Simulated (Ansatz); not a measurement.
# Molecular dynamics of FH4OSi

input.yaml

```yaml
crystal:
  periodic: [false, false, false]
  atoms:
    - { symbol: Si, position_ang: [-0.06967, -0.005821, 0.059809] }
    - { symbol: H, position_ang: [-0.194218, 0.066329, 1.720255] }
    - { symbol: F, position_ang: [1.47086, -0.260888, -0.341461] }
    - { symbol: H, position_ang: [-0.5071, 1.271142, -0.531951] }
    - { symbol: H, position_ang: [-0.869709, -1.142085, -0.430359] }
    - { symbol: O, position_ang: [-0.458016, -0.060429, 2.938812] }
    - { symbol: H, position_ang: [0.237453, -0.669348, 3.170096] }
magnetization:
  spin_polarized: true
  initial_magnetization: 1
basis:
  gaussian: { orbitals: def2-SVP }
hamiltonian:
  xc: hf
md:
  timestep: 0.5
  n_steps: 200
  ensemble: nve
  temperature: 100.0
  initial_velocities: maxwell_boltzmann
  seed: 11402
```

Launched with:

```bash
$ ansatz run input.yaml --threads 1 --pin off --max-ram 2048MiB --backend cpu --events-out ev --progress --plain --runs-dir out
```

It starts at the highest image of a converged band. Of that band: Neighbouring images differ by up to 1.2 eV, so the band resolves the path poorly. A vibrational analysis at the climbing image gives 2 clearly imaginary modes (2599i, 54i cm⁻¹): a point of higher order. A lower path may pass nearby, or the ends, which weren't checked, may share the extra mode.

Output, in part (one step line in 4, the closing report, with atoms numbered from 0):

```
md step     0: t =     0.00 fs  T =   100.0 K  F+E_penalty+E_count = -12660.92997707 eV  E_kin = 0.064630 eV  conserved = -12660.86534707 eV  (65 SCF iters)
md step     4: t =     2.00 fs  T =    88.4 K  F+E_penalty+E_count = -12660.92239030 eV  E_kin = 0.057101 eV  conserved = -12660.86528966 eV  (37 SCF iters)
md step     8: t =     4.00 fs  T =    69.2 K  F+E_penalty+E_count = -12660.90999483 eV  E_kin = 0.044730 eV  conserved = -12660.86526448 eV  (44 SCF iters)
md step    12: t =     6.00 fs  T =    55.3 K  F+E_penalty+E_count = -12660.90098755 eV  E_kin = 0.035765 eV  conserved = -12660.86522215 eV  (54 SCF iters)
md step    16: t =     8.00 fs  T =    65.9 K  F+E_penalty+E_count = -12660.90759588 eV  E_kin = 0.042602 eV  conserved = -12660.86499434 eV  (48 SCF iters)
md step    20: t =    10.00 fs  T =   232.2 K  F+E_penalty+E_count = -12661.01355773 eV  E_kin = 0.150072 eV  conserved = -12660.86348599 eV  (45 SCF iters)
md step    24: t =    12.00 fs  T =   957.3 K  F+E_penalty+E_count = -12661.49142874 eV  E_kin = 0.618678 eV  conserved = -12660.87275121 eV  (37 SCF iters)
md step    28: t =    14.00 fs  T =   113.3 K  F+E_penalty+E_count = -12660.92311963 eV  E_kin = 0.073201 eV  conserved = -12660.84991904 eV  (40 SCF iters)
md step    32: t =    16.00 fs  T =  1090.1 K  F+E_penalty+E_count = -12661.58017745 eV  E_kin = 0.704550 eV  conserved = -12660.87562760 eV  (38 SCF iters)
md step    36: t =    18.00 fs  T =   367.8 K  F+E_penalty+E_count = -12661.10135880 eV  E_kin = 0.237707 eV  conserved = -12660.86365163 eV  (44 SCF iters)
md step    40: t =    20.00 fs  T =   202.7 K  F+E_penalty+E_count = -12660.99557230 eV  E_kin = 0.131028 eV  conserved = -12660.86454471 eV  (50 SCF iters)
md step    44: t =    22.00 fs  T =   592.7 K  F+E_penalty+E_count = -12661.24622827 eV  E_kin = 0.383068 eV  conserved = -12660.86316053 eV  (38 SCF iters)
md step    48: t =    24.00 fs  T =  1228.6 K  F+E_penalty+E_count = -12661.67904566 eV  E_kin = 0.794021 eV  conserved = -12660.88502433 eV  (39 SCF iters)
md step    52: t =    26.00 fs  T =   760.8 K  F+E_penalty+E_count = -12661.36368264 eV  E_kin = 0.491730 eV  conserved = -12660.87195222 eV  (37 SCF iters)
md step    56: t =    28.00 fs  T =  1031.1 K  F+E_penalty+E_count = -12661.53336219 eV  E_kin = 0.666423 eV  conserved = -12660.86693920 eV  (38 SCF iters)
md step    60: t =    30.00 fs  T =   404.0 K  F+E_penalty+E_count = -12661.12401827 eV  E_kin = 0.261091 eV  conserved = -12660.86292761 eV  (46 SCF iters)
md step    64: t =    32.00 fs  T =  1161.4 K  F+E_penalty+E_count = -12661.61761159 eV  E_kin = 0.750601 eV  conserved = -12660.86701039 eV  (39 SCF iters)
md step    68: t =    34.00 fs  T =   946.7 K  F+E_penalty+E_count = -12661.48093420 eV  E_kin = 0.611866 eV  conserved = -12660.86906801 eV  (40 SCF iters)
md step    72: t =    36.00 fs  T =  1692.7 K  F+E_penalty+E_count = -12661.98121979 eV  E_kin = 1.093977 eV  conserved = -12660.88724261 eV  (36 SCF iters)
md step    76: t =    38.00 fs  T =   809.1 K  F+E_penalty+E_count = -12661.38549334 eV  E_kin = 0.522938 eV  conserved = -12660.86255571 eV  (45 SCF iters)
md step    80: t =    40.00 fs  T =  1002.5 K  F+E_penalty+E_count = -12661.51135287 eV  E_kin = 0.647903 eV  conserved = -12660.86344995 eV  (41 SCF iters)
md step    84: t =    42.00 fs  T =  1683.9 K  F+E_penalty+E_count = -12661.97571456 eV  E_kin = 1.088330 eV  conserved = -12660.88738422 eV  (36 SCF iters)
md step    88: t =    44.00 fs  T =  1508.9 K  F+E_penalty+E_count = -12661.85753296 eV  E_kin = 0.975173 eV  conserved = -12660.88235977 eV  (35 SCF iters)
md step    92: t =    46.00 fs  T =  1235.3 K  F+E_penalty+E_count = -12661.66362809 eV  E_kin = 0.798393 eV  conserved = -12660.86523529 eV  (40 SCF iters)
md step    96: t =    48.00 fs  T =   899.5 K  F+E_penalty+E_count = -12661.44328537 eV  E_kin = 0.581369 eV  conserved = -12660.86191663 eV  (46 SCF iters)
md step   100: t =    50.00 fs  T =  1981.1 K  F+E_penalty+E_count = -12662.16563948 eV  E_kin = 1.280388 eV  conserved = -12660.88525164 eV  (37 SCF iters)
md step   104: t =    52.00 fs  T =  1162.6 K  F+E_penalty+E_count = -12661.61196955 eV  E_kin = 0.751391 eV  conserved = -12660.86057868 eV  (35 SCF iters)
md step   108: t =    54.00 fs  T =  1649.8 K  F+E_penalty+E_count = -12661.93626407 eV  E_kin = 1.066295 eV  conserved = -12660.86996948 eV  (37 SCF iters)
md step   112: t =    56.00 fs  T =   860.6 K  F+E_penalty+E_count = -12661.41748722 eV  E_kin = 0.556225 eV  conserved = -12660.86126249 eV  (44 SCF iters)
md step   116: t =    58.00 fs  T =  1935.3 K  F+E_penalty+E_count = -12662.12853496 eV  E_kin = 1.250798 eV  conserved = -12660.87773726 eV  (36 SCF iters)
md step   120: t =    60.00 fs  T =  1007.8 K  F+E_penalty+E_count = -12661.49866623 eV  E_kin = 0.651355 eV  conserved = -12660.84731157 eV  (37 SCF iters)
md step   124: t =    62.00 fs  T =  1898.6 K  F+E_penalty+E_count = -12662.10316682 eV  E_kin = 1.227070 eV  conserved = -12660.87609673 eV  (37 SCF iters)
md step   128: t =    64.00 fs  T =   889.3 K  F+E_penalty+E_count = -12661.43634310 eV  E_kin = 0.574746 eV  conserved = -12660.86159689 eV  (40 SCF iters)
md step   132: t =    66.00 fs  T =  1676.6 K  F+E_penalty+E_count = -12661.95380884 eV  E_kin = 1.083579 eV  conserved = -12660.87022977 eV  (38 SCF iters)
md step   136: t =    68.00 fs  T =  1176.9 K  F+E_penalty+E_count = -12661.62046240 eV  E_kin = 0.760638 eV  conserved = -12660.85982469 eV  (35 SCF iters)
md step   140: t =    70.00 fs  T =  2025.1 K  F+E_penalty+E_count = -12662.19306745 eV  E_kin = 1.308840 eV  conserved = -12660.88422781 eV  (35 SCF iters)
md step   144: t =    72.00 fs  T =  1035.0 K  F+E_penalty+E_count = -12661.53138029 eV  E_kin = 0.668947 eV  conserved = -12660.86243329 eV  (40 SCF iters)
md step   148: t =    74.00 fs  T =  1392.0 K  F+E_penalty+E_count = -12661.76522862 eV  E_kin = 0.899647 eV  conserved = -12660.86558212 eV  (39 SCF iters)
md step   152: t =    76.00 fs  T =  1573.0 K  F+E_penalty+E_count = -12661.89524110 eV  E_kin = 1.016630 eV  conserved = -12660.87861146 eV  (34 SCF iters)
md step   156: t =    78.00 fs  T =  1869.1 K  F+E_penalty+E_count = -12662.09359360 eV  E_kin = 1.207977 eV  conserved = -12660.88561683 eV  (35 SCF iters)
md step   160: t =    80.00 fs  T =  1232.9 K  F+E_penalty+E_count = -12661.66122574 eV  E_kin = 0.796792 eV  conserved = -12660.86443395 eV  (50 SCF iters)
md step   164: t =    82.00 fs  T =  1140.3 K  F+E_penalty+E_count = -12661.59975577 eV  E_kin = 0.736949 eV  conserved = -12660.86280711 eV  (39 SCF iters)
md step   168: t =    84.00 fs  T =  1893.7 K  F+E_penalty+E_count = -12662.11146517 eV  E_kin = 1.223917 eV  conserved = -12660.88754844 eV  (34 SCF iters)
md step   172: t =    86.00 fs  T =  1471.9 K  F+E_penalty+E_count = -12661.82761796 eV  E_kin = 0.951270 eV  conserved = -12660.87634761 eV  (35 SCF iters)
md step   176: t =    88.00 fs  T =  1483.4 K  F+E_penalty+E_count = -12661.82631016 eV  E_kin = 0.958720 eV  conserved = -12660.86759056 eV  (40 SCF iters)
md step   180: t =    90.00 fs  T =   954.7 K  F+E_penalty+E_count = -12661.47827026 eV  E_kin = 0.617032 eV  conserved = -12660.86123859 eV  (40 SCF iters)
md step   184: t =    92.00 fs  T =  2010.4 K  F+E_penalty+E_count = -12662.18488246 eV  E_kin = 1.299337 eV  conserved = -12660.88554537 eV  (36 SCF iters)
md step   188: t =    94.00 fs  T =  1126.5 K  F+E_penalty+E_count = -12661.58812301 eV  E_kin = 0.728078 eV  conserved = -12660.86004470 eV  (36 SCF iters)
md step   192: t =    96.00 fs  T =  1713.1 K  F+E_penalty+E_count = -12661.97889798 eV  E_kin = 1.107167 eV  conserved = -12660.87173146 eV  (37 SCF iters)
md step   196: t =    98.00 fs  T =   868.8 K  F+E_penalty+E_count = -12661.42224343 eV  E_kin = 0.561515 eV  conserved = -12660.86072892 eV  (41 SCF iters)
md step   200: t =   100.00 fs  T =  1936.0 K  F+E_penalty+E_count = -12662.13067165 eV  E_kin = 1.251224 eV  conserved = -12660.87944814 eV  (43 SCF iters)
Total energy: -12662.13067165 eV, -465.3247194827 hartree
Atom 0 at    -0.022225     0.084263    -0.607989 Å, force     0.050284    -0.026052     0.399189 eV/Å
Atom 1 at    -1.437333     0.103293     4.349519 Å, force     1.743504    -0.261593    -0.415013 eV/Å
Atom 2 at     1.535694    -0.326548    -0.438873 Å, force    -0.142054     0.111123    -0.216757 eV/Å
Atom 3 at    -0.297430     0.611947    -1.964051 Å, force     0.127596    -0.162248    -0.019517 eV/Å
Atom 4 at    -0.809802    -1.131028    -0.286956 Å, force    -0.034239     0.081916    -0.146268 eV/Å
Atom 5 at    -0.507465    -0.081649     4.104943 Å, force    -1.911493    -1.236278    -0.165637 eV/Å
Atom 6 at    -0.548036    -0.993783     3.762892 Å, force     0.166402     1.493132     0.564003 eV/Å
Dipole moment:    -0.691083    -0.142897    -0.062969 e Å
```

All steps were run. The conserved energy stayed within 3.2 meV per atom of its start (net change -2 meV per atom), so there is no drift, though single steps change it by up to 24 meV in the whole system, a sign of fast motions only just resolved. The kinetic energy rose, since the run started high on the potential surface and went downhill. It ends in pieces (FH2Si + H2O), so much of that is their flight and rotation, not heat. A run of 0.1 ps of so small a system gives no equilibrium averages.

Between its relaxed ends the band would form H2–O6 and break Si1–H2. These pairs go: H2–O6 1.25 → 0.98 Å, Si1–H2 1.67 → 5.16 Å. In the last frame they stand as after the step (other bonds may differ from the relaxed reactants and products). It ends as FH2Si + H2O. Pairs count as bonded within 1.25 times the sum of covalent radii (0.12 Å more for H–H).

Last frame:

```xyz
7
Properties=species:S:1:pos:R:3
Si -0.022 0.084 -0.608
H -1.437 0.103 4.349
F 1.536 -0.327 -0.439
H -0.297 0.612 -1.964
H -0.810 -1.131 -0.287
O -0.507 -0.082 4.105
H -0.548 -0.994 3.763
```

Run time: 97 s on 1 thread of Intel(R) Xeon(R) 6975P-C (Granite Rapids), with other jobs on the host, peak memory 0.14 GiB.
